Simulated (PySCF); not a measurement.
B(Cl)3 cation (BCl3), SMILES ClB(Cl)Cl (connectivity only; charge and spin as stated), charge +1, multiplicity 2.

Coordinates come from a r2SCAN-D4/def2-SVP optimisation. The multiplicity is an assumed one; other spin states were not compared. The isomer is the one that the SMILES or the coordinates give; other isomers of the formula were not compared.

The numbers are results of PySCF with r2SCAN-D4/def2-SVP, not measurements.

Frequencies are harmonic and unscaled.

Modes within 1.5 cm⁻¹ of each other (mostly degenerate sets) share a row, with their intensities summed.

Computed normal modes with their intensities:
```tsv
mode	ν (cm⁻¹)	IR (km/mol)	moving atoms (share of kinetic energy)
1–2	165	6.7	Cl 90 %, B 10 %
3	403	8.8	B 91 %, Cl 9 %
4	473	0.0	Cl 100 %
5–6	869	0.0	B 81 %, Cl 19 %
```
